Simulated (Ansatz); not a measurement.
# CH6N2: the cost of one run

Computed with Ansatz 0.2.0 through its Python package. Level of theory: r2SCAN0/6-31G*.

**1. Starting point**

Bond lengths: N1–C2 1.366 Å, C2–N3 1.430 Å, N1–H4 0.968 Å, N1–H5 1.038 Å, C2–H6 1.109 Å, C2–H7 1.107 Å, N3–H8 1.072 Å, N3–H9 1.053 Å. Angles: N1–C2–N3 101.7°, N1–C2–H6 112.2°, N1–C2–H7 111.0°, N3–C2–H6 113.0°, N3–C2–H7 111.8°, H6–C2–H7 107.2°, C2–N1–H4 108.2°, C2–N1–H5 111.3°, H4–N1–H5 105.3°, C2–N3–H8 104.8°, C2–N3–H9 109.3°, H8–N3–H9 102.6°.

No structure file is read: the coordinates are typed or built in the script.

**2. The code**

The input, run_scan.py:

```python
"""Potential curve of CH6N2 along one bond."""

import ansatz as az
import matplotlib.pyplot as plt
import numpy as np


def main() -> None:
    mol = (
        az.Crystal.molecule()
        .atom("N", (-0.6635, 0.601, -0.8506))
        .atom("C", (0.4922, 0.1734, -0.2605))
        .atom("N", (0.0021, -0.8027, 0.6627))
        .atom("H", (-1.1232, -0.1712, -1.2099))
        .atom("H", (-1.3156, 1.0067, -0.1529))
        .atom("H", (1.0414, 1.0007, 0.234))
        .atom("H", (1.1762, -0.2737, -1.0072))
        .atom("H", (0.8818, -1.2663, 1.064))
        .atom("H", (-0.4029, -0.3142, 1.5033))
    )

    symbols = [site.symbol for site in mol.cartesian_sites]
    start = np.array([site.position_ang for site in mol.cartesian_sites])
    axis = (start[4] - start[0]) / np.linalg.norm(start[4] - start[0])
    moving = [4]
    lengths, energies = [0.88, 0.95, 1.04, 1.14, 1.3, 1.56, 1.87, 2.28], []
    for length in lengths:
        xyz = start.copy()
        xyz[moving] += (length - np.linalg.norm(start[4] - start[0])) * axis
        point = az.Crystal.molecule()
        for symbol, xyz in zip(symbols, xyz):
            point = point.atom(symbol, xyz.tolist())
        calculation = point.calculation()
        calculation = calculation.basis(gaussian="6-31G*").functional("r2scan0")
        r = calculation.run().report
        energies.append(r["free_energy_ev"])
        print(f"r = {length:6.3f} A  E = {energies[-1]:.5f} eV  <S^2> = {abs(r['mean_field']['state']['spin_squared']):.3f}")

    print("energy above the lowest point (eV):", [round(e - min(energies), 3) for e in energies])
    plt.figure(figsize=(4.5, 3))
    plt.plot(lengths, np.array(energies) - min(energies), "o-")
    plt.xlabel("bond length (A)")
    plt.ylabel("E - E(min) (eV)")
    plt.tight_layout()
    plt.savefig("scan.png", dpi=100)


if __name__ == "__main__":
    main()
```

**3. What the engine is handed**

The package turns the script's settings into the engine's input (first run):

```yaml
crystal:
  periodic: [false, false, false]
  atoms:
    - { symbol: "N", position_ang: [-0.6635, 0.601, -0.8506] }
    - { symbol: C, position_ang: [0.4922, 0.1734, -0.2605] }
    - { symbol: "N", position_ang: [0.0021, -0.8027, 0.6627] }
    - { symbol: H, position_ang: [-1.1232, -0.1712, -1.2099] }
    - { symbol: H, position_ang: [-1.216553602944139, 0.945078893903446, -0.25887250609703144] }
    - { symbol: H, position_ang: [1.0414, 1.0007, 0.234] }
    - { symbol: H, position_ang: [1.1762, -0.2737, -1.0072] }
    - { symbol: H, position_ang: [0.8818, -1.2663, 1.064] }
    - { symbol: H, position_ang: [-0.4029, -0.3142, 1.5033] }
basis:
  gaussian:
    orbitals: "6-31G*"
hamiltonian:
  xc: r2scan0
```

**4. Running it**

Command:

```console
$ python run_scan.py
```

**Question.** How long does this script take on 1 thread of Arm Neoverse V2, shared host, and how much memory does it need?

About 15 s, with a peak of 0.23 GiB.
